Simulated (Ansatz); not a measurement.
`C[SiH2]P` + HCl → `P[SiH2]Cl` + CH₄ at 500 K and 1 bar (ligand exchange at the Si–C bond).

Computed with Ansatz on PBE0-D4/def2-TZVP structures; ΔE is electronic, products minus reactants. CBS: MP2 limit from def2 TZ/QZ plus the TZ coupled-cluster correction, frozen cores. This one scheme is used for every species. One conformer a species, not always the lowest.

```
    species  CCSD(T)/CBS energy (Eh)  H − E (kJ/mol)  S (J/(mol·K))
 `C[SiH2]P`               -672.28696           228.8          376.9
        HCl               -460.38127            32.5          201.9
`P[SiH2]Cl`              -1092.24436           131.1          361.9
        CH₄                -40.46206           135.6          206.8
```

H − E and S are ideal-gas, rigid-rotor, harmonic terms from PBE0-D4/def2-TZVP, for one conformer and one mirror image of each species. 1 Eh = 2625.50 kJ/mol, R = 8.31446 J/(mol·K).

Problem. By hand: ΔE, ΔH, ΔS and ΔG.

Solution. ΔE = (-1092.24436) + (-40.46206) − (-672.28696) − (-460.38127) = -0.03819 Eh = -100.3 kJ/mol. Δ(H − E) = 131.1 + 135.6 − 228.8 − 32.5 = 5.4, so ΔH = -94.9 kJ/mol. ΔS = 361.9 + 206.8 − 376.9 − 201.9 = -10.1 J/(mol·K). ΔG = -94.9 − 500 × (-10.1)/1000 = -89.9 kJ/mol.

Problem. By hand: the equilibrium constant, and the temperature at which ΔG would vanish if ΔH and ΔS stayed fixed.

Solution. log₁₀ K = −ΔG/(RT ln 10) = 9.4. ΔG = 0 at ΔH/ΔS = 9396 K, far beyond where these terms or the molecules hold.

The number of gas molecules stays the same, so ΔS is small and ΔH decides. A doubt of 5 kJ/mol in ΔE shifts log₁₀ K by 0.5 here. Other conformers and mirror images would add mixing entropy, several J/(mol·K) or more a flexible species. These are equilibria of isolated gas molecules and say nothing of rates. Largest T1 diagnostic: 0.012 (customary marks: 0.02 for closed shells, 0.045 for open ones).
